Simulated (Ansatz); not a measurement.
A run of Ansatz (development build ahead of 0.2.0) on doublet C2H at this shape:

```xyz
3

H    -0.0046   -0.0658   -1.5099
C    -0.0280   -0.1393   -0.4778
C     0.0226    0.0452    0.8875
```

Its results:

| Quantity | Value |
| --- | --- |
| Converged | yes |
| Reference energy | -76.13721 hartree |
| Correlation energy | -0.19930 hartree |
| Total energy | -76.33651 hartree |
| Spin squared of the determinant | 1.058 |

(1) Which input gives this output? Name the method, the orbitals and the basis set, and write the input.

## Answers

(1) UHF-MP2 in aug-cc-pVDZ.

```yaml
crystal:
  periodic: [false, false, false]
  atoms:
    - { symbol: H, position_ang: [-0.00465, -0.06577, -1.50991] }
    - { symbol: C, position_ang: [-0.02798, -0.13933, -0.47775] }
    - { symbol: C, position_ang: [0.02259, 0.04519, 0.88752] }
basis:
  gaussian: { orbitals: aug-cc-pVDZ }
magnetization:
  spin_polarized: true
  initial_magnetization: 1
hamiltonian:
  xc: hf
correlation:
  method: mp2
  frozen_orbitals: { C: 1, H: 0 }
```

Caution: the unrestricted determinant is spin contaminated.
